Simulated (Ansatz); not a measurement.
Relaxed structures of CH$_{4}$BSi, doublet (PBE0-D4/def2-TZVP; forces vanish, vibrations not checked; lower isomers may exist, and structures with a doubtful reference or unclear bonds are left out; Å). Ansatz 0.2.0; basis: def2-TZVPP; cores frozen in the correlated methods; orbitals are unrestricted.

Problem. Rank them by CCSD(T) energy, lowest first, and give each one's height above the lowest. Links in brackets join atoms within 1.22 times the sum of their covalent radii (1.1 for two metals). (To be estimated.)
A.
CH₄BSi ([BH]1[CH2][SiH]1)
```
7
angstrom
B -0.9914 -0.2501 -0.3507
C 0.0631 0.4419 -1.1427
Si 0.4781 0.1652 0.8209
H -1.7589 -1.1375 -0.5303
H 0.4101 0.0746 -2.1079
H 0.2959 1.5015 -1.0083
H 1.4689 -0.8842 1.2377
```
B.
CH₄BSi ([H]1[BH]2[CH][SiH]12)
```
7
angstrom
B 0.7245 0.0705 0.3975
C 0.2679 0.2189 -0.9549
Si -1.3028 0.2494 -0.1339
H -2.1252 -1.0076 0.0416
H 0.6984 0.3230 -1.9346
H -0.3444 0.0221 1.2160
H 1.6733 -0.0314 1.1053
```
C.
CH₄BSi ([B]1[CH2][SiH2]1)
```
7
angstrom
B -1.0340 -0.2044 -0.3692
C 0.2181 0.0599 -1.1202
Si 0.3664 0.0571 0.9106
H 1.0019 -0.6937 -1.2494
H 0.3056 0.8534 -1.8624
H 0.4525 1.2831 1.7414
H 1.5138 -0.8472 1.1581
```
D.
CH₄BSi ([BH]1[CH][SiH2]1)
```
7
angstrom
B -1.0822 -0.4422 -0.5623
C 0.0345 0.2514 -0.9772
Si 0.5590 0.1177 0.7572
H -2.0734 -1.0278 -0.3125
H 0.5335 0.7108 -1.8178
H 0.4453 1.2491 1.7103
H 1.5833 -0.8590 1.2024
```
E.
CH₄BSi ([BH][C][SiH3])
```
7
angstrom
B -1.4890 -0.6963 -0.6165
C -0.4254 -0.2749 0.1237
Si 0.9638 0.2571 1.1601
H -2.4048 -1.0586 -1.2542
H 0.6519 -0.1996 2.5430
H 1.1206 1.7354 1.1624
H 2.2462 -0.3563 0.7253
```

Solution. By the calculation: B (0.0 kJ/mol), D (11.7 kJ/mol), A (44.5 kJ/mol), E (56.2 kJ/mol), C (108.8 kJ/mol). Heights count from the lowest.

The T1 diagnostic stays at or below 0.023. ⟨S²⟩ of the unrestricted Hartree–Fock references: 0.76 to 0.78 (a pure state has 0.75).

For scale, one of the runs: CCSD(T)/def2-TZVPP, 160 basis functions, launched by `ansatz run in.yaml --threads 2 --pin off --events-out ev --progress --plain --max-ram 4352MiB`. Time: 73 s of wall clock on 2 CPU threads of an Arm Neoverse V1; the host was shared. Peak host memory: 2.6 GiB.
